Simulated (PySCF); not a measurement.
**Basis-set dependence of population analyses: `F/C=C\CF`**

Compound: C3H4F2.
Geometry (PBE0-D3(BJ)/def2-SVP, Å), atoms numbered from 1 in this order:
```xyz
9
C3H4F2 angstrom
F      1.208   -1.413   -0.885
C      1.340   -0.238   -0.275
C      0.301    0.450    0.189
C     -1.118    0.009    0.088
F     -1.729    0.072    1.318
H      2.382    0.088   -0.212
H      0.504    1.412    0.668
H     -1.677    0.666   -0.602
H     -1.178   -1.023   -0.294
```

PBE0 throughout (PySCF), one geometry, spherical d and f functions. Isolated species at its PBE0-D3(BJ)/def2-SVP geometry (one conformer only). The first 7 of 8 kinds of atom are listed.

Mulliken charges (e):

```
        basis  functions      F1      C2      C3      C4      F5      H6      H7
       STO-3G         29  -0.066  +0.020  -0.132  -0.046  -0.111  +0.086  +0.088
        6-31G         53  -0.307  +0.149  -0.209  -0.033  -0.344  +0.185  +0.196
     pcSseg-0         53  -0.347  +0.180  -0.377  -0.046  -0.392  +0.246  +0.254
       6-31G*         78  -0.292  +0.172  -0.256  +0.009  -0.342  +0.176  +0.193
      cc-pVDZ         90  -0.165  +0.202  -0.212  +0.248  -0.246  +0.043  +0.042
     def2-SVP         90  -0.204  +0.198  -0.213  +0.301  -0.284  +0.051  +0.063
  aug-cc-pVDZ        151  -0.472  +0.806  +0.511  +0.773  -0.451  -0.314  -0.468
6-311+G(2d,p)        159  -0.271  +0.038  +0.119  -0.191  -0.254  +0.141  +0.120
    def2-TZVP        179  -0.182  +0.079  -0.202  +0.039  -0.225  +0.125  +0.140
      cc-pVTZ        206  -0.158  +0.086  -0.228  +0.158  -0.226  +0.110  +0.137
     IGLO-III        215  -0.230  +0.145  -0.109  -0.003  -0.265  +0.103  +0.108
```

IAO charges (e):

| basis | functions | F1 | C2 | C3 | C4 | F5 | H6 | H7 |
| --- | --- | --- | --- | --- | --- | --- | --- | --- |
| STO-3G | 29 | -0.084 | +0.021 | -0.222 | -0.101 | -0.138 | +0.129 | +0.143 |
| 6-31G | 53 | -0.246 | +0.119 | -0.218 | -0.002 | -0.302 | +0.165 | +0.174 |
| pcSseg-0 | 53 | -0.236 | +0.126 | -0.230 | 0.000 | -0.292 | +0.158 | +0.170 |
| 6-31G* | 78 | -0.254 | +0.154 | -0.227 | +0.040 | -0.312 | +0.151 | +0.164 |
| cc-pVDZ | 90 | -0.255 | +0.151 | -0.228 | +0.037 | -0.314 | +0.154 | +0.166 |
| def2-SVP | 90 | -0.255 | +0.154 | -0.223 | +0.042 | -0.315 | +0.150 | +0.163 |
| aug-cc-pVDZ | 151 | -0.268 | +0.152 | -0.227 | +0.036 | -0.331 | +0.161 | +0.173 |
| 6-311+G(2d,p) | 159 | -0.269 | +0.152 | -0.227 | +0.034 | -0.332 | +0.162 | +0.173 |
| def2-TZVP | 179 | -0.268 | +0.156 | -0.229 | +0.039 | -0.331 | +0.160 | +0.172 |
| cc-pVTZ | 206 | -0.266 | +0.155 | -0.230 | +0.037 | -0.328 | +0.159 | +0.171 |
| IGLO-III | 215 | -0.269 | +0.153 | -0.228 | +0.035 | -0.332 | +0.162 | +0.173 |

Hirshfeld charges (e):

| basis | functions | F1 | C2 | C3 | C4 | F5 | H6 | H7 |
| --- | --- | --- | --- | --- | --- | --- | --- | --- |
| STO-3G | 29 | -0.021 | +0.038 | -0.085 | +0.069 | -0.083 | +0.028 | +0.028 |
| 6-31G | 53 | -0.084 | +0.045 | -0.076 | +0.039 | -0.140 | +0.065 | +0.059 |
| pcSseg-0 | 53 | -0.074 | +0.050 | -0.077 | +0.035 | -0.133 | +0.062 | +0.053 |
| 6-31G* | 78 | -0.073 | +0.044 | -0.081 | +0.035 | -0.129 | +0.062 | +0.057 |
| cc-pVDZ | 90 | -0.062 | +0.042 | -0.084 | +0.022 | -0.116 | +0.060 | +0.054 |
| def2-SVP | 90 | -0.069 | +0.047 | -0.082 | +0.024 | -0.123 | +0.061 | +0.055 |
| aug-cc-pVDZ | 151 | -0.076 | +0.046 | -0.085 | +0.015 | -0.126 | +0.065 | +0.062 |
| 6-311+G(2d,p) | 159 | -0.080 | +0.048 | -0.085 | +0.020 | -0.130 | +0.066 | +0.062 |
| def2-TZVP | 179 | -0.076 | +0.047 | -0.084 | +0.017 | -0.125 | +0.065 | +0.060 |
| cc-pVTZ | 206 | -0.072 | +0.046 | -0.084 | +0.016 | -0.122 | +0.064 | +0.059 |
| IGLO-III | 215 | -0.077 | +0.047 | -0.084 | +0.015 | -0.126 | +0.065 | +0.061 |

ESP-fitted charges (e):

| basis | functions | F1 | C2 | C3 | C4 | F5 | H6 | H7 |
| --- | --- | --- | --- | --- | --- | --- | --- | --- |
| STO-3G | 29 | -0.029 | -0.002 | -0.200 | +0.137 | -0.132 | +0.083 | +0.093 |
| 6-31G | 53 | -0.158 | +0.059 | -0.368 | +0.471 | -0.324 | +0.146 | +0.173 |
| pcSseg-0 | 53 | -0.153 | +0.049 | -0.377 | +0.458 | -0.328 | +0.159 | +0.176 |
| 6-31G* | 78 | -0.082 | -0.054 | -0.259 | +0.242 | -0.234 | +0.157 | +0.153 |
| cc-pVDZ | 90 | -0.088 | -0.043 | -0.282 | +0.318 | -0.251 | +0.156 | +0.151 |
| def2-SVP | 90 | -0.106 | -0.009 | -0.309 | +0.369 | -0.270 | +0.149 | +0.154 |
| aug-cc-pVDZ | 151 | -0.105 | -0.029 | -0.331 | +0.406 | -0.284 | +0.161 | +0.166 |
| 6-311+G(2d,p) | 159 | -0.103 | -0.053 | -0.317 | +0.371 | -0.282 | +0.172 | +0.170 |
| def2-TZVP | 179 | -0.097 | -0.050 | -0.307 | +0.349 | -0.267 | +0.167 | +0.164 |
| cc-pVTZ | 206 | -0.092 | -0.055 | -0.284 | +0.316 | -0.256 | +0.164 | +0.157 |
| IGLO-III | 215 | -0.101 | -0.045 | -0.306 | +0.359 | -0.274 | +0.166 | +0.163 |

Which scheme is steadiest as the basis changes?

Largest range over the bases for any column: Hirshfeld 0.06 e, IAO 0.19 e, ESP-fitted 0.33 e, Mulliken 0.96 e. Hirshfeld charges move least and Mulliken charges most, counted in e. Without the minimal STO-3G basis the ranges are Hirshfeld 0.02, IAO 0.04, ESP-fitted 0.23, Mulliken 0.96 e.

How much do the charges still move between the two largest bases, cc-pVTZ and IGLO-III?

At most, over all atoms: Mulliken 0.161 e, IAO 0.004 e, Hirshfeld 0.005 e, ESP-fitted 0.043 e.

What do the same runs give for the total energy, the frontier levels and the dipole moment?

```json
{"basis": "STO-3G", "energy (Eh)": "-311.7548", "HOMO (eV)": "-4.73", "LUMO (eV)": "3.48", "μ (D)": "1.07"}
{"basis": "6-31G", "energy (Eh)": "-315.9582", "HOMO (eV)": "-7.68", "LUMO (eV)": "0.16", "μ (D)": "2.11"}
{"basis": "pcSseg-0", "energy (Eh)": "-315.3094", "HOMO (eV)": "-7.90", "LUMO (eV)": "-0.04", "μ (D)": "2.20"}
{"basis": "6-31G*", "energy (Eh)": "-316.0265", "HOMO (eV)": "-7.45", "LUMO (eV)": "0.41", "μ (D)": "1.78"}
{"basis": "cc-pVDZ", "energy (Eh)": "-316.0541", "HOMO (eV)": "-7.58", "LUMO (eV)": "0.20", "μ (D)": "1.76"}
{"basis": "def2-SVP", "energy (Eh)": "-315.7997", "HOMO (eV)": "-7.70", "LUMO (eV)": "0.10", "μ (D)": "1.83"}
{"basis": "aug-cc-pVDZ", "energy (Eh)": "-316.0825", "HOMO (eV)": "-7.83", "LUMO (eV)": "-0.26", "μ (D)": "1.83"}
{"basis": "6-311+G(2d,p)", "energy (Eh)": "-316.1422", "HOMO (eV)": "-7.85", "LUMO (eV)": "-0.26", "μ (D)": "1.88"}
{"basis": "def2-TZVP", "energy (Eh)": "-316.1729", "HOMO (eV)": "-7.80", "LUMO (eV)": "-0.11", "μ (D)": "1.82"}
{"basis": "cc-pVTZ", "energy (Eh)": "-316.1577", "HOMO (eV)": "-7.74", "LUMO (eV)": "-0.03", "μ (D)": "1.78"}
{"basis": "IGLO-III", "energy (Eh)": "-316.1792", "HOMO (eV)": "-7.83", "LUMO (eV)": "-0.21", "μ (D)": "1.83"}
```

The dipole is fixed by the density alone, so its range of 1.13 D shows that the density itself changes with the basis, not only its division among atoms.
